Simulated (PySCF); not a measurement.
# Ar: ionisation energy

Ar [Ar] → Ar+ [Ne] 3s2 3p5 [3p1/2^2 3p3/2^3, M_J = 3/2], as a difference of total energies. All numbers are calculated (PySCF 2.14, the two-component X2C-1e Hamiltonian, in an uncontracted even-tempered set (20 s from 0.0085 bohr⁻², ratio 2.8; 15 p from 0.011 bohr⁻², ratio 2.8; 5 d from 0.91 bohr⁻², ratio 3)). Correlated levels: 1s2 frozen; the 48 highest virtual spinors dropped. "Screened" scales the spin-orbit matrix elements by Boettger's factors to mimic the two-electron term; Breit and QED terms are absent.

```csv
method,ionisation energy (eV)
GHF (spin-free),14.715
GMP2 (spin-free),15.311
GHF (screened spin-orbit),14.652
GMP2 (screened spin-orbit),15.247
GHF (bare spin-orbit),14.644
GMP2 (bare spin-orbit),15.239
```

**Question.** Which method comes closest to the reference value, and which is furthest?

**Answer.** The reference is 15.760 eV (measured; NIST Atomic Spectra Database, ionization energies). Closest: GMP2 (spin-free) (error -0.449 eV); furthest: GHF (bare spin-orbit) (error -1.116 eV).
